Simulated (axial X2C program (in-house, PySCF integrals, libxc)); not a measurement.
# Spin–orbit effects down a group: molecules with Mg (ions), PBE0

Calculated with an in-house all-electron X2C program for linear molecules (integrals from PySCF), spin-free (one-electron X2C) or two-component (2c: spin–orbit coupling with atomic mean-field Coulomb and Gaunt terms, which also bring small scalar terms), in Dyall basis sets with cores contracted in-house; open shells are unrestricted.

Basis sets: H dyall-v3z, Li dyall-cv3z, Mg dyall-cv3z, Mg dyall-v3z, Na dyall-v3z.

| molecule | spin-free state | Re (Å) | ωe (cm⁻¹) | De (eV) | 2c state | Re 2c (Å) | ωe 2c (cm⁻¹) | De 2c (eV) |
| --- | --- | --- | --- | --- | --- | --- | --- | --- |
| MgH⁺ | M_S = 0, Λ = 0 | 1.654 | 1727.9 | 1.94 | Ω = 0 | 1.654 | 1727.8 | 1.94 |
| LiMg⁺ | M_S = 0, Λ = 0 | 2.893 | 268.4 | 0.89 | Ω = 0 | 2.893 | 268.4 | 0.89 |
| NaMg⁺ | M_S = 0, Λ = 0 | 3.197 | 155.0 | 0.65 | Ω = 0 | 3.197 | 154.9 | 0.65 |

(1) Work out the shifts from the spin-free to the two-component result.

Fragments in 2c: Mg+ + H, Mg + Li+, Mg + Na+. Each entry is the lowest single determinant of a limited PBE0 search at one distance. De goes to single-determinant-based atoms at the same level (for ions the charge split of lowest energy) and is withheld (n/a) where an atom does not fit its ground term or J level. Main or longest-lived isotopes.

Answers

(1) 

```csv
molecule,2c state,ΔRe (Å),Δωe (cm⁻¹),ΔDe (eV)
MgH⁺,Ω = 0,0.000,-0.1,0.00
LiMg⁺,Ω = 0,0.000,0.0,0.00
NaMg⁺,Ω = 0,0.000,-0.1,0.00
```

Shifts of one unit in the last digit are rounding.
